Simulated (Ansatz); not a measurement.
Basis-set extrapolation for C4H6S (`C=C(C)C=S`) (PBE0-D4/def2-TZVP geometry, frozen core, the Gaussian-basis code of Ansatz). Multiplicity 1, RHF reference.

```json
{"": "HF", "def2-TZVPP": "-552.527011", "def2-QZVPP": "-552.545114"}
{"": "MP2 correlation", "def2-TZVPP": "-0.826755", "def2-QZVPP": "-0.882919"}
{"": "CCSD(T) correlation", "def2-TZVPP": "-0.914163", "def2-QZVPP": "not run"}
```

Energies in hartree. Use E(X) = E(∞) + A·exp(−7.88·√X) for Hartree–Fock and E(X) = E(∞) + B·X^(−2.97) for correlation, with X = 3 and 4, and add CCSD(T) minus MP2 of the smaller set to the MP2 limit.

Q: What is the CCSD(T) energy at the basis-set limit?

A: HF limit: -552.545114 + (-0.018103) × 0.13774 = -552.54761. MP2 limit: -0.882919 + (-0.056164) × 0.74074 = -0.92452. Higher-order term: -0.914163 − (-0.826755) = -0.08741. Total: -553.55954 hartree, 3.22 eV below CCSD(T)/def2-TZVPP.
